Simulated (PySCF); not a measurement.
Molecule (SMILES): F[Si](F)(F)F.
Geometry (B3LYP-D3(BJ)/def2-TZVP, fixed):
```
Si
F 1 1.5673
F 1 1.5673 2 109.47
F 1 1.5673 2 109.47 3 -120.00
F 1 1.5673 2 109.47 4 -120.00
```
Charge 0, spin multiplicity 1.

Basis-set convergence of the lowest singlet excitation energy at CAM-B3LYP with PySCF. Tamm-Dancoff approximation; the state is taken by its order, and sets in which it differs in degeneracy or brightness are left out, yet its character can still change. All functions are spherical. Density fitting with generated auxiliary sets. No added dispersion term, no relativity. Reference: the value in aug-pcseg-2, 10.929 eV, itself unsure by roughly 0.005 eV (its distance from aug-cc-pV(T+d)Z). Deviations are taken from unrounded values. Cost is core time over that of def2-SVP, rough, on shared machines of one kind.

```json
[
 {"basis": "def2-SVP", "functions": "74", "cost": "1×"},
 {"basis": "def2-SVPD", "functions": "116", "cost": "2×"},
 {"basis": "aug-cc-pV(D+d)Z", "functions": "124", "cost": "2×"},
 {"basis": "def2-TZVP", "functions": "161", "cost": "4×"},
 {"basis": "def2-TZVPP", "functions": "166", "cost": "4×"},
 {"basis": "def2-TZVPD", "functions": "203", "cost": "7×"},
 {"basis": "jun-cc-pV(T+d)Z", "functions": "204", "cost": "8×"},
 {"basis": "def2-TZVPPD", "functions": "208", "cost": "9×"},
 {"basis": "aug-cc-pV(T+d)Z", "functions": "239", "cost": "10×"},
 {"basis": "def2-QZVPP", "functions": "298", "cost": "20×"}
]
```

Problem. Which is the smallest set listed that can be trusted to 0.05 eV here, that is, within that of the reference together with its larger relatives (same family, alike in diffuse functions; a set with none to test it counts only in the reference's own line)?

Solution. The smallest set listed that lies within 0.05 eV of the reference with all its larger relatives (same family, alike in diffuse functions; a set with none counts only in the reference's own line) is def2-TZVPD (203 functions, 7× in cost, 0.006 eV off). Value minus reference: def2-SVP 0.485, def2-SVPD 0.192, aug-cc-pV(D+d)Z -0.064, def2-TZVP 0.529, def2-TZVPP 0.529, def2-TZVPD 0.006, jun-cc-pV(T+d)Z -0.002, def2-TZVPPD 0.006, aug-cc-pV(T+d)Z -0.005, def2-QZVPP 0.319 eV.
